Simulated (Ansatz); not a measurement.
# NH3 (singlet): from Hartree-Fock to the top rungs at a displaced geometry (v1), cc-pVDZ

One table from this session's results is given with a row withheld; the runs are named, their logs left out.

Program: Ansatz 0.2.0, Gaussian basis. Level of theory: cc-pVDZ, core rule «outside noble gas», up to 1 orbitals frozen. These are calculated values, not measurements.

To be run: UHF; CCSD(T) on RHF; BCCD(T) on RHF; CISD; CCSDT(Q) on RHF; CCSDTQ on RHF; CASSCF and MRCISD+Q, 8 electrons in 7 orbitals; CASSCF and NEVPT2, 8 electrons in 7 orbitals.

14 further runs of the same task are left out: 4 that didn't finish, 10 set aside as unsound or not needed. Runs told in other sessions of the task aren't counted.

### What is computed

The geometry is a PBE0/def2-TZVP stationary point (not a proven minimum) with its atoms shifted at random (size 0.040 Å).

4 atoms, charge 0, spin multiplicity 1.

Atoms are counted from 1 here; the program's logs count them from 0.

Bond lengths: N1–H2 1.007 Å, N1–H3 1.008 Å, N1–H4 1.046 Å. Angles: H2–N1–H3 106.8°, H2–N1–H4 109.5°, H3–N1–H4 111.0°.

Set-up of the first run:

File in.yaml:

```yaml
crystal:
  periodic: [false, false, false]
  atoms:
    - {symbol: N, position_ang: [0.000900, -0.000508, -0.061418]}
    - {symbol: H, position_ang: [0.938253, -0.003626, 0.307841]}
    - {symbol: H, position_ang: [-0.434916, 0.850941, 0.256999]}
    - {symbol: H, position_ang: [-0.515838, -0.840259, 0.288651]}
basis:
  gaussian: {orbitals: cc-pVDZ}
magnetization: {spin_polarized: true, initial_magnetization: 0}
hamiltonian: {xc: hf}
output: {orbitals: {seedname: orbitals}}
```

Command:

```sh
$ ansatz run in.yaml --threads 1 --pin off --events-out ev --progress --plain --max-ram 2393MiB
```

Steps of the session up to this table: UHF; CCSD(T) on RHF; BCCD(T) on RHF; CISD; CCSDT(Q) on RHF; CCSDTQ on RHF; CASSCF and MRCISD+Q, 8 electrons in 7 orbitals; CASSCF and NEVPT2, 8 electrons in 7 orbitals.

One of the session's tables, all rows but one given; the rest of the session is left out.

```
          method  from RCCSDTQ (meV)
             RHF             +5640.6
            RMP2              +562.6
            CISD              +353.3
           RCCSD              +119.2
        RCCSD(T)               +16.3
         BCCD(T)               +16.4
          RCCSDT                +8.9
       RCCSDT(Q)                -0.4
         RCCSDTQ                   0
  CASSCF valence             +3636.2
  NEVPT2 valence              +717.6
  MRCISD valence                   ?
MRCISD+Q valence                -6.5
```

Estimate the missing values for MRCISD valence.

As computed: from RCCSDTQ (meV): +130.2. In the column «from RCCSDTQ (meV)» it lies between RCCSD (+119.2) and CISD (+353.3).
